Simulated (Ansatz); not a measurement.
System: tetrachlorosilane, SiCl4 (charge 0, singlet). SMILES: Cl[Si](Cl)(Cl)Cl
Geometry from a B3LYP-D3(BJ)/def2-TZVP (Ansatz, a program for electronic structure) optimisation:
```
Si
Cl 1 2.0325
Cl 1 2.0325 2 109.47
Cl 1 2.0325 2 109.47 3 120.00
Cl 1 2.0325 2 109.47 3 -120.00
```

Cost and error of B3LYP with Ansatz in habitual basis sets for the enthalpy of formation at 298 K (kcal/mol). Terms: no dispersion term unless named; 6-31G* and kin with 6d, 5d where marked; open shells spin-unrestricted; LANL2DZ with its own core potentials from Na on; non-relativistic; no spin-orbit coupling; 6-311+G** with 5d, 6d on Na to Ar in Ansatz. Ab initio and DFT rows: single points at B3LYP-D3(BJ) geometries (Ansatz), with unscaled harmonic terms from B3LYP/6-31G* (Ansatz) at its own minima, enthalpies of formation by atomisation with measured atoms. Costs are core time of energy and forces over that of the cheapest set, on one shared machine, to one figure and rough; under a factor of 2 they don't order.

Measured values: G2/97 table in ASE (Curtiss et al.); they hold spin-orbit and core effects, anharmonicity. For Cl[Si](Cl)(Cl)Cl (enthalpy of formation at 298 K) the tabulated value and RI-MP2/CBS(cc-pV(T+d)Z,cc-pV(Q+d)Z)+[CCSD(T)-MP2]/cc-pV(T+d)Z (Ansatz) part by 4.1 kcal/mol: another conformer or state, missing terms or a fault of the table's entry are possible. 

Value to compare with: -158.4 kcal/mol.

| level | relative cost | enthalpy of formation at 298 K (kcal/mol) | error |
|---|---|---|---|
| B3LYP/STO-3G | 1× | -172.1 | -13.7 |
| B3LYP/LANL2DZ | 1× | -35.6 | 122.8 |
| B3LYP/6-31G | 2× | -33.6 | 124.8 |
| B3LYP/3-21G | 2× | -51.9 | 106.5 |
| B3LYP/def2-SVP | 3× | -133.6 | 24.8 |
| B3LYP/cc-pVDZ | 4× | -119.7 | 38.7 |
| B3LYP/6-31G* | 4× | -123.7 | 34.7 |
| B3LYP/6-31+G* | 5× | -120.1 | 38.3 |
| B3LYP/6-311+G** | 7× | -119.6 | 38.8 |

The dearest set gives 38.8 kcal/mol. A small set can land close by cancelling terms.
